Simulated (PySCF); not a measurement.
Molecule: SMILES ClC(Cl)(Cl)Cl, CCl4.

Numbering as in the mapped SMILES `[Cl:1][C:2]([Cl:3])([Cl:4])[Cl:5]`.

Geometry PBE0-D3(BJ)/def2-SVP throughout; GIAO in PySCF 2.14.0 with density-fitted response routines, gas phase, one conformer, non-relativistic; equivalent atoms averaged; basis pcSseg-2.

**Question.** How do the absolute shieldings σ depend on the functional? (ppm; last column core-seconds on shared hosts with different chips, so compare them loosely; the GGAs took longer than the global hybrids here, which isn't the general rule, and the cause wasn't traced)

**Answer.** 
```
functional                    kind  Cl1/Cl3/Cl4/Cl5    C2  core-s
        HF            Hartree–Fock            454.7  78.2     9.8
       LDA                     LDA            233.3  29.3      16
       PBE                     GGA            271.8  32.5      19
      BLYP                     GGA            244.6  23.9      18
      BP86                     GGA            263.1  31.6      18
      OPBE                     GGA            333.9  44.7      19
       KT2                     GGA            278.2  40.6      19
       KT3                     GGA            306.8  40.6      19
     B97-D                     GGA            281.0  32.9      19
     B3LYP           global hybrid            295.7  34.9      15
      PBE0           global hybrid            333.6  45.5      15
  mPW1PW91           global hybrid            330.5  44.1      15
      WP04           global hybrid            277.6  17.8      15
     B97-2           global hybrid            336.8  44.7      14
 BHandHLYP           global hybrid            358.7  51.2      14
 CAM-B3LYP  range-separated hybrid            325.1  45.0      20
   wB97X-D  range-separated hybrid            338.0  48.0      34
   LC-wPBE  range-separated hybrid            382.9  59.8      23
```

**Question.** Which nucleus moves most, in ppm?

**Answer.** Cl1/Cl3/Cl4/Cl5 (chlorine bonded to C): from 233.3 ppm with LDA to 454.7 ppm with HF. The smallest spread is 60.4 ppm, at C2.
